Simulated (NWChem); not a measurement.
System: Al cation, singlet

Here is an NWChem input.

```
start job
memory heap 200 mb stack 900 mb global 1100 mb
charge 1
geometry units angstroms noautoz
  Al     0.000000     0.000000     0.000000
end
basis spherical
  * library def2-svp
end
dft
  xc becke88 lyp
  iterations 150
  mulliken
end
task dft energy
```

Parts of the log:

```
             Northwest Computational Chemistry Package (NWChem) 7.3.0
             --------------------------------------------------------

                             Geometry "geometry" -> ""
                             -------------------------

 Output coordinates in angstroms (scale by  1.889725989 to convert to a.u.)

  No.       Tag          Charge          X              Y              Z
 ---- ---------------- ---------- -------------- -------------- --------------
    1 Al                  13.0000     0.00000000     0.00000000     0.00000000

 Effective nuclear repulsion energy (a.u.)       0.0000000000

                                 NWChem DFT Module
                                 -----------------

 Summary of "ao basis" -> "ao basis" (spherical)
 ------------------------------------------------------------------------------
       Tag                 Description            Shells   Functions and Types
 ---------------- ------------------------------  ------  ---------------------
 Al                         def2-svp                 8       18   4s3p1d

            General Information
            -------------------
          SCF calculation type: DFT
          Wavefunction type:  closed shell.
          No. of atoms     :     1
          No. of electrons :    12
           Alpha electrons :     6
            Beta electrons :     6
          Charge           :     1
          Spin multiplicity:     1
          Use of symmetry is: off; symmetry adaption is: off
          Maximum number of iterations: 150
          AO basis - number of functions:    18
                     number of shells:     8
          Convergence on energy requested:  1.00D-06
          Convergence on density requested:  1.00D-05
          Convergence on gradient requested:  5.00D-04

              XC Information
              --------------
                    Becke 1988 Exchange Functional  1.000
              Lee-Yang-Parr Correlation Functional  1.000

             Grid Information
             ----------------
          Grid used for XC integration:  medium
          Radial quadrature: Mura-Knowles
          Angular quadrature: Lebedev.
          Tag              B.-S. Rad. Rad. Pts. Rad. Cut. Ang. Pts.
          ---              ---------- --------- --------- ---------
          Al                  1.25       88           7.0       590
          Grid pruning is: on
          Number of quadrature shells:    88
          Spatial weights used:  Erf1

      Superposition of Atomic Density Guess
      -------------------------------------

 Sum of atomic energies:        -241.79141722

 Renormalizing density from      13.00 to     12

      Non-variational initial energy
      ------------------------------

 Total energy =    -229.826098
 1-e energy   =    -310.683871
 2-e energy   =      80.857773
 HOMO         =      -0.813292
 LUMO         =      -0.354661

     ---------------------------------------------
      Total Density - Mulliken Population Analysis
     ---------------------------------------------

    Atom       Charge   Shell Charges
 -----------   ------   -------------------------------------------------------
    1 Al  13    12.00   2.00  2.00  1.95  0.05  6.01 -0.02  0.00  0.00

   convergence    iter        energy       DeltaE   RMS-Dens  Diis-err
 ---------------- ----- ----------------- --------- --------- ---------
 d= 0,ls=0.0,diis     1   -242.0202295831 -2.42D+02  5.11D-02  6.41D-01
 d= 0,ls=0.0,diis     2   -242.0683858369 -4.82D-02  1.33D-02  3.87D-02
 d= 0,ls=0.0,diis     3   -242.0715179520 -3.13D-03  8.17D-04  1.89D-05
 d= 0,ls=0.0,diis     4   -242.0715211047 -3.15D-06  1.95D-05  2.64D-09
 d= 0,ls=0.0,diis     5   -242.0715211060 -1.31D-09  7.24D-08  1.71D-13

         Total DFT energy =     -242.071521106031
      One electron energy =     -332.610214010728
           Coulomb energy =      108.885040323654
    Exchange-Corr. energy =      -18.346347418956
 Nuclear repulsion energy =        0.000000000000

 Numeric. integr. density =       12.000000000330

                       DFT Final Molecular Orbital Analysis
                       ------------------------------------

 Vector    4  Occ=2.000000D+00  E=-2.876513D+00
              MO Center=  5.9D-17,  5.9D-17,  7.8D-17, r^2= 1.3D-01
   Bfn.  Coefficient  Atom+Function         Bfn.  Coefficient  Atom+Function
  ----- ------------  ---------------      ----- ------------  ---------------
     7      0.595515  1 Al pz                 5      0.577612  1 Al px
     6      0.530592  1 Al py                10      0.029752  1 Al pz
     8      0.028858  1 Al px                 9      0.026508  1 Al py

 Vector    5  Occ=2.000000D+00  E=-2.876513D+00
              MO Center=  8.6D-17, -6.7D-17, -9.8D-18, r^2= 1.3D-01
   Bfn.  Coefficient  Atom+Function         Bfn.  Coefficient  Atom+Function
  ----- ------------  ---------------      ----- ------------  ---------------
     5      0.730673  1 Al px                 6     -0.646831  1 Al py
     7     -0.132393  1 Al pz                 8      0.036504  1 Al px
     9     -0.032316  1 Al py

 Vector    6  Occ=2.000000D+00  E=-5.398766D-01
              MO Center= -3.7D-17,  2.8D-16, -4.2D-16, r^2= 1.8D+00
   Bfn.  Coefficient  Atom+Function         Bfn.  Coefficient  Atom+Function
  ----- ------------  ---------------      ----- ------------  ---------------
     3      0.974098  1 Al s                  2      0.465005  1 Al s
     4      0.130760  1 Al s                  1      0.073312  1 Al s

 Vector    7  Occ=0.000000D+00  E=-3.300171D-01
              MO Center=  1.4D-16, -7.7D-18,  3.0D-16, r^2= 2.9D+00
   Bfn.  Coefficient  Atom+Function         Bfn.  Coefficient  Atom+Function
  ----- ------------  ---------------      ----- ------------  ---------------
    13      0.600910  1 Al pz                10      0.539674  1 Al pz
     7     -0.244647  1 Al pz

[...]
```

Level: BLYP/def2-SVP. Low-valent species are run as closed-shell singlets; no triplet was tried in these runs.
